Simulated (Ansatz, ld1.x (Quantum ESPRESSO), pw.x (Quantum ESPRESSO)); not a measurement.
**Equation-of-state test of one ultrasoft potential (carbon)**

```json
{"Element": "C (Z = 6)", "Generator": "ld1.x (Quantum ESPRESSO) 7.5", "Type": "ultrasoft", "Functional": "LDA (PW92)", "Relativity": "scalar-relativistic", "Frozen core": "[He]", "Valence charge": "4", "Reference configuration": "2s2 2p1.5 (charge +0.5)", "Partial waves": "2s (bound): rcut 0.90, rcutus 1.20 bohr; 2s channel at -0.35 Ry: rcut 0.90, rcutus 1.20 bohr; 2p (bound): rcut 2.75, rcutus 3.30 bohr; 2p channel at -0.1 Ry: rcut 2.75, rcutus 3.30 bohr; 3d channel at 0.05 Ry: rcut 2.20, rcutus 3.00 bohr; 3d channel at 2.1 Ry: rcut 2.20, rcutus 3.00 bohr", "Local potential": "all-electron potential smoothed inside 3.20 bohr (lloc = -1)", "Core correction": "none", "Augmentation charge": "PSQ, inside the norm-conserving radii"}
```

Crystal test: bcc C in pw.x 7.5, no spin, 18³ k-points, Fermi–Dirac smearing 0.01 Ry, cutoffs 40/460 Ry. The reference is all-electron LAPW (Ansatz 0.2.0) with the same functional, mesh and smearing; V0 and B0 come from Birch–Murnaghan fits to the pressures at five volumes. Errors are pseudo minus all-electron; Δ is the rms difference of the E(V) curves that follow from these fits, minima aligned, over ±6 % about the mean V0. Mesh and smearing are coarse, so the numbers serve the comparison and aren't converged zero-temperature values; the lattice is a test structure that the element need not adopt.

All-electron: a0 = 2.329 Å (V0 = 6.32 Å³/atom), B0 = 221.9 GPa.

Task: How far does the potential miss the all-electron equation of state?

Result: converged, but broken (pressure over 100 GPa off). The pressure does not cross zero within the volumes sampled, so no fit is given. The largest radius (3.30 bohr) exceeds half the bond length (1.89 bohr), so the spheres overlap, which is one possible source of error among others. Atomic configuration tests: 3 of 9 tests not solved or not reliable. A pressure error of this size marks a broken potential; the numbers have no physical meaning.

```tsv
V (Å³/atom)	P all-electron (GPa)	P pseudo (GPa)
5.884	18.18	-587.23
6.039	10.98	-679.91
6.194	4.60	-750.54
6.349	-1.05	-818.41
6.504	-6.05	-880.81
```

Task: At the middle volume, how do free energy and pressure move when the wave cutoff is lowered (ecutrho held at 460 Ry)?

Result:

```
cutoff (Ry)  shift of F (meV/atom)  shift of P (GPa)
         18                 +162.4             +4.81
         24                 +129.0             -1.35
         32                  +22.9             -0.69
```

Input at the middle volume:

```
&control
  calculation='scf', prefix='x', pseudo_dir='./', outdir='./tmp', tstress=.true., disk_io='none'
/
&system
  ibrav=0, nat=1, ntyp=1, ecutwfc=40, ecutrho=460, nbnd=9,
  occupations='smearing', smearing='fd', degauss=0.01
/
&electrons
  conv_thr=1e-09, mixing_beta=0.4, electron_maxstep=70
/
ATOMIC_SPECIES
C 1.0 C.UPF
CELL_PARAMETERS angstrom
  -1.15692109 1.15692109 1.15692109
  1.15692109 -1.15692109 1.15692109
  1.15692109 1.15692109 -1.15692109
ATOMIC_POSITIONS crystal
C 0.0000 0.0000 0.0000
K_POINTS automatic
18 18 18 0 0 0
```

```bash
pw.x < C.scf.in > C.scf.out
```

Lines of the output:

```
Message from routine setup:
     using ibrav=0 with symmetry is DISCOURAGED, use correct ibrav instead
     lattice parameter (alat)  =       3.7867  a.u.
     unit-cell volume          =      41.7992 (a.u.)^3
     number of electrons       =         4.00
     number of Kohn-Sham states=            9
     kinetic-energy cutoff     =      40.0000  Ry
     charge density cutoff     =     460.0000  Ry
     scf convergence threshold =      1.0E-09
     Exchange-correlation= PW
     number of k points=   195  Fermi-Dirac smearing, width (Ry)=  0.0100
     iteration #  1     ecut=    40.00 Ry     beta= 0.40
     negative rho (up, down):  2.477E+00 0.000E+00
     total energy              =      18.00396584 Ry
     estimated scf accuracy    <      57.70981424 Ry
     iteration #  2     ecut=    40.00 Ry     beta= 0.40
     negative rho (up, down):  1.324E+00 0.000E+00
     total energy              =     -15.80696383 Ry
     estimated scf accuracy    <      16.80508189 Ry
     iteration #  3     ecut=    40.00 Ry     beta= 0.40
     negative rho (up, down):  9.343E-01 0.000E+00
     total energy              =     -14.11922860 Ry
     estimated scf accuracy    <       6.95751416 Ry
     iteration #  4     ecut=    40.00 Ry     beta= 0.40
     negative rho (up, down):  9.358E-02 0.000E+00
     total energy              =     -10.32080679 Ry
     estimated scf accuracy    <       4.38690083 Ry
     iteration #  5     ecut=    40.00 Ry     beta= 0.40
     negative rho (up, down):  7.148E-01 0.000E+00
     total energy              =      -5.33925677 Ry
     estimated scf accuracy    <      33.81609935 Ry
     iteration #  6     ecut=    40.00 Ry     beta= 0.40
     negative rho (up, down):  5.121E-01 0.000E+00
     total energy              =     -12.27992155 Ry
     estimated scf accuracy    <       3.10264655 Ry
     iteration #  7     ecut=    40.00 Ry     beta= 0.40
     negative rho (up, down):  5.580E-01 0.000E+00
     total energy              =     -12.48300242 Ry
     estimated scf accuracy    <       1.87911971 Ry
     iteration #  8     ecut=    40.00 Ry     beta= 0.40
     negative rho (up, down):  5.637E-01 0.000E+00
     total energy              =     -12.51527817 Ry
     estimated scf accuracy    <       2.26852363 Ry
     [... 28 iterations left out ...]
     iteration # 37     ecut=    40.00 Ry     beta= 0.40
     negative rho (up, down):  3.896E-01 0.000E+00
     total energy              =     -12.07221049 Ry
     estimated scf accuracy    <       0.00470499 Ry
     iteration # 38     ecut=    40.00 Ry     beta= 0.40
     negative rho (up, down):  3.900E-01 0.000E+00
     total energy              =     -12.07257024 Ry
     estimated scf accuracy    <       0.00002287 Ry
     iteration # 39     ecut=    40.00 Ry     beta= 0.40
     negative rho (up, down):  3.899E-01 0.000E+00
     total energy              =     -12.07257656 Ry
     estimated scf accuracy    <       0.00003819 Ry
     iteration # 40     ecut=    40.00 Ry     beta= 0.40
     negative rho (up, down):  3.898E-01 0.000E+00
     total energy              =     -12.07257613 Ry
     estimated scf accuracy    <       0.00000994 Ry
     iteration # 41     ecut=    40.00 Ry     beta= 0.40
     negative rho (up, down):  3.897E-01 0.000E+00
     total energy              =     -12.07257637 Ry
     estimated scf accuracy    <       0.00000064 Ry
     iteration # 42     ecut=    40.00 Ry     beta= 0.40
     negative rho (up, down):  3.898E-01 0.000E+00
     total energy              =     -12.07257645 Ry
     estimated scf accuracy    <       0.00000050 Ry
     iteration # 43     ecut=    40.00 Ry     beta= 0.40
     negative rho (up, down):  3.898E-01 0.000E+00
     total energy              =     -12.07257650 Ry
     estimated scf accuracy    <          3.2E-09 Ry
     iteration # 44     ecut=    40.00 Ry     beta= 0.40
     negative rho (up, down):  3.897E-01 0.000E+00
     the Fermi energy is     7.0236 ev
!    total energy              =     -12.07257650 Ry
     estimated scf accuracy    <          5.1E-10 Ry
     smearing contrib. (-TS)   =      -0.00197284 Ry
     The total energy is F=E-TS. E is the sum of the following terms:
     one-electron contribution =       4.14201533 Ry
     hartree contribution      =       0.35734529 Ry
     xc contribution           =      -3.25324337 Ry
     ewald contribution        =     -13.31672090 Ry
     convergence has been achieved in  44 iterations
          total   stress  (Ry/bohr**3)                   (kbar)     P=    -7505.36
     Message from routine punch:
     Nothing written, as per user request (disk_io='none')
```

The run at the middle volume (195 k-points, 44 iterations) took about 16 s on one core of a shared host (Neoverse-V1, 32 threads, 247 GiB, load 25).
